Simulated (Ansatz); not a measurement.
Process, species as SMILES: O (H2O) → [OH] (HO) + H atom (the H-O bond breaks)

Quantity: bond dissociation energy (enthalpy at 298 K), in kcal/mol. Set-up: open shells spin-unrestricted; no spin-orbit coupling; valence correlation only; 6-311+G** with 5d; 6-31G* and kin with 6d, 5d where marked; non-relativistic; LANL2DZ all-electron up to Ne. CBS(X,Y): correlation extrapolated as X^-3; Hartree-Fock from the larger set (for Q and 5 zeta extrapolated as (X+1)exp(-9√X)). Ab initio and DFT rows: single points at B3LYP-D3(BJ) geometries (Ansatz, an electronic-structure program), with unscaled harmonic terms from B3LYP/6-31G* at its own minima.

Measured values: Active Thermochemical Tables 1.112 (ions: stationary electron), as tabulated in the package chemicals; G2/97 table in ASE (Curtiss et al.), the entry of HO doubted and unchecked; they hold spin-orbit and core effects, anharmonicity. 

Value to compare with, the measured value: 119.3 kcal/mol.

```
level                         program  bond dissociation energy (enthalpy at 298 K) (kcal/mol)  error
----------------------------  -------  -------------------------------------------------------  -----
MP2/STO-3G                     Ansatz                                                     89.3  -30.0
MP2/3-21G                      Ansatz                                                     90.7  -28.6
MP2/LANL2DZ                    Ansatz                                                     97.6  -21.7
MP2/6-31G*                     Ansatz                                                    104.5  -14.8
MP2/6-311+G**                  Ansatz                                                    115.6   -3.7
CCSD(T)/CBS(cc-pVQZ,cc-pV5Z)   Ansatz                                                    118.8   -0.5
```

Among the 5 habitual levels, MP2/STO-3G lies farthest from the measured value (-30.0 kcal/mol) and MP2/6-311+G** nearest (-3.7); 0 of 5 lie above it, and their mean absolute error is 19.8 kcal/mol, the median 21.7. One case shows no general order.

The sets are all those run for this method; runs whose electronic state is in doubt are left out.
